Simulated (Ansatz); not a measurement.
The inner images of a band of C2H2FNO (7 atoms, charge 0, multiplicity 1) are given out of order.

Theory: RKS PBE0/def2-SVP (Ansatz).

Initial state:

```xyz
7
Properties=species:S:1:pos:R:3
N 0.685 -0.026 0.790
C -0.340 -0.191 -0.105
F -1.365 -1.049 0.141
C -0.344 0.497 -1.242
O -0.312 1.117 -2.227
H 0.440 0.412 1.675
H 1.297 -0.827 0.922
```

Final state:

```xyz
7
Properties=species:S:1:pos:R:3
N 0.685 -0.026 0.791
C -0.340 -0.191 -0.105
F -1.366 -1.049 0.140
C -0.344 0.496 -1.241
O -0.312 1.117 -2.227
H 1.297 -0.827 0.922
H 0.441 0.412 1.674
```

Problem. Put them in order from the first end to the last, with their energies above the first end.
A.
```xyz
7
Properties=species:S:1:pos:R:3
N 0.549 0.098 0.995
C -0.372 -0.076 -0.054
F -1.518 -0.673 0.314
C -0.296 0.424 -1.280
O -0.186 0.797 -2.388
H 0.373 -0.628 1.687
H 1.511 -0.010 0.680
```
B.
```xyz
7
Properties=species:S:1:pos:R:3
N 0.461 -0.024 1.039
C -0.423 -0.110 -0.033
F -1.571 -0.744 0.258
C -0.265 0.362 -1.263
O -0.149 0.902 -2.299
H 0.696 -0.942 1.415
H 1.313 0.488 0.838
```
C.
```xyz
7
Properties=species:S:1:pos:R:3
N 0.613 0.081 0.915
C -0.352 -0.093 -0.071
F -1.437 -0.830 0.251
C -0.344 0.500 -1.261
O -0.231 0.893 -2.359
H 0.294 -0.304 1.799
H 1.518 -0.315 0.681
```
D.
```xyz
7
Properties=species:S:1:pos:R:3
N 0.657 0.032 0.843
C -0.353 -0.120 -0.078
F -1.402 -0.940 0.191
C -0.344 0.507 -1.250
O -0.265 0.990 -2.310
H 0.334 0.079 1.805
H 1.434 -0.615 0.754
```
E.
```xyz
7
Properties=species:S:1:pos:R:3
N 0.506 -0.165 0.944
C -0.430 -0.208 -0.055
F -1.559 -0.923 0.161
C -0.294 0.404 -1.226
O -0.164 1.047 -2.194
H 1.134 -0.950 1.073
H 0.869 0.726 1.252
```

Solution. D (+0.11 eV), C (+0.37 eV), A (+0.50 eV), B (+0.36 eV), E (+0.15 eV).

Run time: 6.6 min on 1 thread of Intel(R) Xeon(R) Processor @ 2.70GHz (shared host), peak memory 0.16 GiB.
